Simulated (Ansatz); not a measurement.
# CH3O (doublet): wave-function methods side by side at a displaced geometry (v2), cc-pVDZ

The task here is to estimate one member of a computed series from the others.

Method: cc-pVDZ, core rule «outside noble gas», up to 2 orbitals frozen; program: Ansatz 0.2.0, Gaussian basis.

To be run: UHF; CCSD(T) on ROHF; CCSD(T) on UHF; BCCD(T) on ROHF; CISD; CCSDT(Q) on ROHF; CCSDT(Q) on UHF.

21 further runs of the same task are left out: 1 for a mislabelled method, 8 that didn't finish, 12 set aside as unsound or not needed.

## The system

The geometry is a PBE0/def2-TZVP stationary point (not a proven minimum) with its atoms shifted at random (size 0.100 Å).

5 atoms, charge 0, spin multiplicity 2.

Atoms are counted from 1 here; the program's logs count them from 0.

Bond lengths: O1–C2 1.354 Å, C2–H3 1.185 Å, C2–H4 1.027 Å, C2–H5 1.155 Å. Angles: O1–C2–H3 101.9°, O1–C2–H4 115.0°, O1–C2–H5 117.9°, H3–C2–H4 101.5°, H3–C2–H5 97.6°, H4–C2–H5 117.8°.

The first run:

Input file in.yaml:

```yaml
crystal:
  periodic: [false, false, false]
  atoms:
    - {symbol: O, position_ang: [0.070357, 0.004419, 0.692400]}
    - {symbol: C, position_ang: [-0.094517, 0.021126, -0.651843]}
    - {symbol: H, position_ang: [0.850746, -0.590158, -1.020701]}
    - {symbol: H, position_ang: [0.065212, 0.932839, -1.097230]}
    - {symbol: H, position_ang: [-0.906490, -0.664561, -1.105370]}
basis:
  gaussian: {orbitals: cc-pVDZ}
magnetization: {spin_polarized: true, initial_magnetization: 1}
hamiltonian: {xc: hf}
output: {orbitals: {seedname: orbitals}}
```

On the command line:

```console
$ ansatz run in.yaml --threads 1 --pin off --events-out ev --progress --plain --max-ram 2393MiB
```

Among the steps run: UHF; CCSD(T) on ROHF; CCSD(T) on UHF; BCCD(T) on ROHF; CISD; CCSDT(Q) on ROHF; CCSDT(Q) on UHF.

One of the session's tables, all rows but one given; the rest of the session is left out.

It belongs to the step «Misses and costs». 

| method | from UCCSDT(Q) (kJ/mol) |
| --- | --- |
| ROHF | +881.7 |
| UHF | +867.8 |
| RMP2 | ? |
| UMP2 | +105.1 |
| CISD | +86.7 |
| RCCSD | +22.3 |
| UCCSD | +22.0 |
| RCCSD(T) | +3.3 |
| UCCSD(T) | +3.2 |
| BCCD(T) | +3.1 |
| RCCSDT | +1.4 |
| UCCSDT | +1.4 |
| RCCSDT(Q) | +0.1 |
| UCCSDT(Q) | 0 |

Q: Estimate the row for RMP2 from the others.

As computed: from UCCSDT(Q) (kJ/mol): +105.4. In the column «from UCCSDT(Q) (kJ/mol)» it lies between UMP2 (+105.1) and UHF (+867.8).

Limits of these values: Restricted and unrestricted rows rest on different reference determinants; where their highest levels disagree by more than a few hundredths of an eV, they describe different states and don't form one ladder.
